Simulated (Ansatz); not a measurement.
in.yaml

```yaml
crystal:
  periodic: [false, false, false]
  atoms:
    - {symbol: Al, position_ang: [0.000000, 0.000000, 1.172296]}
    - {symbol: C, position_ang: [0.000000, 0.000000, -3.935704]}
    - {symbol: H, position_ang: [0.000000, 0.000000, 2.763407]}
basis:
  gaussian: {orbitals: 6-31G}
magnetization: {spin_polarized: true, initial_magnetization: 0}
correlation: {method: ccsdtq, electrons: outside_noble_gas}
```

```sh
$ ansatz run in.yaml --threads 1 --pin off --events-out ev --progress --plain --max-ram 2393MiB
```

The program prints:

```
483 factors; integrals over basis functions are off by at most 1.4e-7 eV
mean field evaluation 1: about -7619.0153 eV, gradient 6.4e0 eV
mean field evaluation 2: about -7619.0160 eV, gradient 6.3e0 eV
mean field evaluation 4: about -7619.5133 eV, gradient 4.2e-1 eV
mean field evaluation 8: about -7619.5145 eV, gradient 2.5e-4 eV
mean field evaluation 16: about -7619.5135 eV, gradient 1.8e-1 eV
mean field evaluation 32: about -7621.1370 eV, gradient 1.1e-3 eV
mean field evaluation 64: about -7621.1476 eV, gradient 2.5e-1 eV
mean field evaluation 96: about -7620.9674 eV, gradient 1.5e0 eV
mean field evaluation 128: about -7619.0153 eV, gradient 6.4e0 eV
mean field evaluation 160: about -7620.8853 eV, gradient 7.5e-1 eV
...
mean field -7621.16140471 eV, -280.0725158144 hartree, gradient 2.7e-8 eV, S^2 1.036504; 59 other end points of the search recorded, 0 dependent functions left out
determinant -7621.16140471 eV, -280.0725158144 hartree, with singles and doubles -7623.71882293 eV, -280.1664992003 hartree
determinant -7621.13715583 eV, -280.0716246843 hartree, with singles and doubles -7623.71133661 eV, -280.1662240832 hartree
determinant -7621.13710530 eV, -280.0716228276 hartree, with singles and doubles -7623.71139802 eV, -280.1662263400 hartree
determinant -7621.13697320 eV, -280.0716179730 hartree, with singles and doubles -7623.70956937 eV, -280.1661591386 hartree
determinant -7621.13549680 eV, -280.0715637163 hartree, with singles and doubles -7623.98002590 eV, -280.1760982327 hartree
determinant -7620.90016569 eV, -280.0629154575 hartree, with singles and doubles -7622.66993404 eV, -280.1279532446 hartree
determinant -7620.89671549 eV, -280.0627886651 hartree, with singles and doubles -7622.66647049 eV, -280.1278259617 hartree
determinant -7620.88689365 eV, -280.0624277188 hartree, with singles and doubles -7622.65586042 eV, -280.1274360488 hartree
determinant -7619.56157280 eV, -280.0137230761 hartree, with singles and doubles -7622.46223641 eV, -280.1203204976 hartree
determinant -7619.51781831 eV, -280.0121151281 hartree, with singles and doubles -7622.43008836 eV, -280.1191390787 hartree
determinant -7619.26676263 eV, -280.0028890022 hartree, with singles and doubles -7621.86484494 eV, -280.0983667661 hartree
determinant -7619.26287254 eV, -280.0027460441 hartree, with singles and doubles -7621.85943008 eV, -280.0981677737 hartree
determinant -7619.26199898 eV, -280.0027139413 hartree, with singles and doubles -7621.85643567 eV, -280.0980577308 hartree
determinant -7619.25768890 eV, -280.0025555488 hartree, with singles and doubles -7621.85043019 eV, -280.0978370337 hartree
determinant -7619.25359085 eV, -280.0024049483 hartree, with singles and doubles -7621.84687147 eV, -280.0977062533 hartree
determinant -7619.25338169 eV, -280.0023972617 hartree, with singles and doubles -7621.84579363 eV, -280.0976666431 hartree
determinant -7619.25335142 eV, -280.0023961493 hartree, with singles and doubles -7621.84557917 eV, -280.0976587620 hartree
determinant -7619.25313769 eV, -280.0023882947 hartree, with singles and doubles -7621.84446524 eV, -280.0976178260 hartree
determinant -7617.67788186 eV, -279.9444987108 hartree, with singles and doubles -7620.58666704 eV, -280.0513945946 hartree
determinant -7621.16140471 eV, -280.0725158144 hartree, with singles and doubles -7624.09139616 eV, -280.1801910140 hartree
determinant -7621.13715583 eV, -280.0716246843 hartree, with singles and doubles -7624.06974752 eV, -280.1793954412 hartree
determinant -7621.13710530 eV, -280.0716228276 hartree, with singles and doubles -7624.06974482 eV, -280.1793953420 hartree
determinant -7621.13697320 eV, -280.0716179730 hartree, with singles and doubles -7624.06995677 eV, -280.1794031309 hartree
determinant -7621.13549680 eV, -280.0715637163 hartree, with singles and doubles -7624.06983866 eV, -280.1793987907 hartree
determinant -7621.16079656 eV, -280.0724934651 hartree, with singles and doubles -7623.78560169 eV, -280.1689532747 hartree
determinant -7619.56151059 eV, -280.0137207901 hartree, with singles and doubles -7622.46219438 eV, -280.1203189531 hartree
determinant -7619.56098339 eV, -280.0137014155 hartree, with singles and doubles -7622.46624774 eV, -280.1204679112 hartree
determinant -7619.51449909 eV, -280.0119931492 hartree, with singles and doubles -7622.44161454 eV, -280.1195626579 hartree
6 core orbitals not correlated: weight in the atoms' cores, before any rotation towards them, 1.000 or more for the frozen orbitals, at most 0.000 for the correlated occupied ones
reference -7621.16140471 eV, -280.0725158144 hartree; 4, 4 occupied and 14, 14 virtual orbitals, 483 factors
second order -1.45422458 eV of doubles, -0.00000000 eV of singles
...
cycle 118  -3.10383791 eV  change  -5.1e-10 eV  update   2.2e-6
cycle 119  -3.10383791 eV  change   -2.2e-9 eV  update   2.1e-6
cycle 120  -3.10383792 eV  change   -3.7e-9 eV  update   3.2e-6
cycle 121  -3.10383792 eV  change   -4.5e-9 eV  update   7.1e-6
cycle 122  -3.10383793 eV  change   -4.5e-9 eV  update   7.6e-6
cycle 123  -3.10383793 eV  change   -2.4e-9 eV  update   8.8e-6
cycle 124  -3.10383793 eV  change  -7.1e-10 eV  update   6.8e-6
cycle 125  -3.10383793 eV  change  -8.3e-11 eV  update   2.8e-6
cycle 126  -3.10383793 eV  change   1.2e-10 eV  update   1.0e-6
cycle 127  -3.10383793 eV  change   1.6e-10 eV  update   2.9e-7
WARN: the results are in doubt because among natural orbitals full CI differs from the method by +1.622 eV
Total energy: -7624.26524264 eV, -280.1865797545 hartree
In doubt: among natural orbitals full CI differs from the method by +1.622 eV
```

The determinant's ⟨S²⟩ is 1.04 against 0.00 for a pure state. The T1 diagnostic is 0.031.

Ran on 1 thread of Arm Neoverse V2, shared host: 3.8 min wall, 0.18 GiB peak host memory.
